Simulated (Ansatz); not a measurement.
**CHAlB+ (quintet): from Hartree-Fock to the top rungs, cc-pVDZ**

How much of the correlation energy of CHAlB+ (quintet) does each wave-function method recover here?

Method: cc-pVDZ, core rule «outside noble gas», up to 7 orbitals frozen; program: Ansatz 0.2.0, Gaussian basis.

Plan: UHF; CCSD(T) on ROHF; CCSD(T) on UHF; BCCD(T) on ROHF; CISD as a restricted active space (open shells left free, so some higher excitations enter); CCSDT(Q) on ROHF; CCSDT(Q) on UHF.

21 further runs of the same task are left out: 11 that didn't finish, 10 set aside as unsound or not needed. Runs told in other sessions of the task aren't counted.

## 1. The system

The geometry is a PBE0/def2-TZVP stationary point (not a proven minimum) of the parent state, kept for this charge and spin.

4 atoms, charge 1, spin multiplicity 5.

Atoms are counted from 1 here; the program's logs count them from 0.

Bond lengths: Al1–C2 1.877 Å, Al1–B3 2.270 Å, C2–B3 1.412 Å, C2–H4 1.082 Å. Angles: C2–Al1–B3 38.4°, Al1–C2–B3 86.1°, Al1–C2–H4 134.4°, B3–C2–H4 139.6°, Al1–B3–C2 55.6°.

## 2. UHF

Contents of in.yaml:

```yaml
crystal:
  periodic: [false, false, false]
  atoms:
    - {symbol: Al, position_ang: [0.000000, 0.016173, 0.919434]}
    - {symbol: C, position_ang: [0.000000, 0.565027, -0.875065]}
    - {symbol: B, position_ang: [0.000000, -0.810360, -1.194541]}
    - {symbol: H, position_ang: [0.000000, 1.525932, -1.372524]}
basis:
  gaussian: {orbitals: cc-pVDZ}
total_charge: 1
magnetization: {spin_polarized: true, initial_magnetization: 4}
hamiltonian: {xc: hf}
output: {orbitals: {seedname: orbitals}}
```

Launch:

```bash
ansatz run in.yaml --threads 1 --pin off --events-out ev --progress --plain --max-ram 2393MiB
```

Further steps of the session: CCSD(T) on ROHF; CCSD(T) on UHF; BCCD(T) on ROHF; CISD as a restricted active space (open shells left free, so some higher excitations enter); CCSDT(Q) on ROHF; CCSDT(Q) on UHF.

Before running them: what should the planned runs give, taken together? Wanted: UCCSDT(Q) from the RHF energy; RMP2 from UCCSDT(Q); UMP2 from UCCSDT(Q); RCCSD from UCCSDT(Q); RCCSD(T) from UCCSDT(Q); UCCSD(T) from UCCSDT(Q); RCCSDT(Q) from UCCSDT(Q); T1 diagnostic.

As calculated:

| quantity | value |
| --- | --- |
| UCCSDT(Q) from the ROHF energy | -5.6268 eV |
| RMP2 from UCCSDT(Q) | +982.2 meV |
| UMP2 from UCCSDT(Q) | +993.3 meV |
| RCCSD from UCCSDT(Q) | +254.9 meV |
| RCCSD(T) from UCCSDT(Q) | +50.3 meV |
| UCCSD(T) from UCCSDT(Q) | +49.6 meV |
| RCCSDT(Q) from UCCSDT(Q) | +1.9 meV |
| levels within 1 kcal/mol (43 meV) | RCCSDT, UCCSDT, RCCSDT(Q) |
| T1 diagnostic | 0.027 |

In words: RCCSD(T) lands +50.3 meV from the yardstick (0.9 % of the correlation energy). These misses are within one basis, not against nature; the frozen cores of restricted and unrestricted runs differ, which can shift their rows.

With open shells the CI space here admits some higher excitations, so it is larger than plain CISD.
